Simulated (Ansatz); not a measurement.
A made-up structure of CH4OS, closed shell:

| atom | x (Å) | y (Å) | z (Å) |
| --- | --- | --- | --- |
| C1 | -0.6959 | 0.4568 | -0.2672 |
| S2 | 1.2630 | -1.2453 | 0.3219 |
| O3 | 1.0350 | 0.1356 | -0.5670 |
| H4 | -1.3063 | -0.3946 | -0.5711 |
| H5 | -0.9481 | 1.3153 | -0.8963 |
| H6 | -0.8923 | 0.7153 | 0.7749 |
| H7 | 1.6606 | -0.8749 | 1.5687 |

It is relaxed with PBE-D4/def2-SVP and then PBE0-D4/def2-TZVP (Ansatz 0.2.0). Atoms count as bonded within 1.22 times the sum of their covalent radii (H–H: 0.88 Å). The end point is not checked to be a true minimum.

(1) Does its bonding change? (A judgement: the text doesn't fix the answer.)

Answers

(1) Computed: Yes. Formed: C1–O3; broken: none.

Where it ends: The first stage lowers the energy by 1.15 eV in 7 steps. It ends as CH₄OS ([CH3][O][SH]):
C1  (-0.602, 0.426, -0.260)
S2  (1.299, -1.244, 0.247)
O3  (0.769, 0.136, -0.476)
H4  (-1.236, -0.417, -0.547)
H5  (-0.832, 1.292, -0.882)
H6  (-0.789, 0.674, 0.791)
H7  (1.507, -0.759, 1.492)
(Å)

Labels in which every atom is bracketed show which atoms are joined, not bond orders.

For scale, one of the runs: PBE0-D4/def2-TZVP relaxation, 123 basis functions, launched by `ansatz run in.yaml --threads 2 --pin off --events-out ev --progress --plain --max-ram 4352MiB`. Hardware: 2 CPU threads of an Arm Neoverse V2, shared host. Wall time about 12 s.
